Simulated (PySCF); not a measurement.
Reading a saddle point

A first-order saddle point of BH$_{5}$S, closed shell, PBE0-D4/def2-TZVP, with one imaginary mode of 738i cm⁻¹:

```
7
angstrom
B -0.1787 -0.6083 -0.2191
S 0.9765 1.0813 -0.1995
H -1.2030 -0.3807 -0.7820
H 0.5834 -1.4651 -0.5481
H 0.2575 0.1721 0.8577
H -0.4126 -0.7745 1.0146
H -0.0232 1.9750 -0.1237
```

Program: PySCF 2.14 with density fitting (its default auxiliary sets; JK sets also for MP2 and CCSD(T)). Basis: def2-TZVPP and def2-QZVPP. Cores are frozen in the correlated methods. Extrapolation: Hartree–Fock as exp(−7.88 √X), correlation as X^−2.97.

Problem. Which contacts change along the imaginary mode, and what lies on either side? (Judge from chemistry; the calculation decides.)

Solution. The calculation gives: The step is BH₃S ([BH2][SH]) + H₂ → BH₃ + H₂S (still joined by a long B–S bond), with the molecules in contact on both sides. Shortening one way: B1–H6, S2–H5; lengthening the same way: B1–S2, H5–H6.
| pair | one side (Å) | saddle (Å) | other side (Å) |
| --- | --- | --- | --- |
| B1–H6 | 3.20 | 1.27 | 1.20 |
| S2–H5 | 3.77 | 1.57 | 1.35 |
| B1–S2 | 1.77 | 2.05 | 1.98 |
| H5–H6 | 0.75 | 1.17 | 2.83 |

Problem. Which side is lower, and how far does the saddle lie above each? (Judge from chemistry; the value comes from the calculation.)

Solution. The calculation gives: The side with B1–S2, H5–H6 short is lower by 0.270 eV; the saddle lies 1.063 eV above it and 0.794 eV above the other (CCSD(T) at an estimated basis limit (MP2 extrapolated from triple and quadruple zeta, plus CCSD(T) − MP2 in triple zeta); electronic energies).

The T1 diagnostic stays at or below 0.015.

Labels in which every atom is bracketed show which atoms are joined, not bond orders.

For scale, one of the runs: CCSD(T)/def2-TZVPP, 143 basis functions, launched by `OMP_NUM_THREADS=4 python run.py`. Time: 27 s of wall clock on 4 CPU threads of an Intel Xeon 6975P-C; the host was shared. Peak host memory: 0.7 GiB.
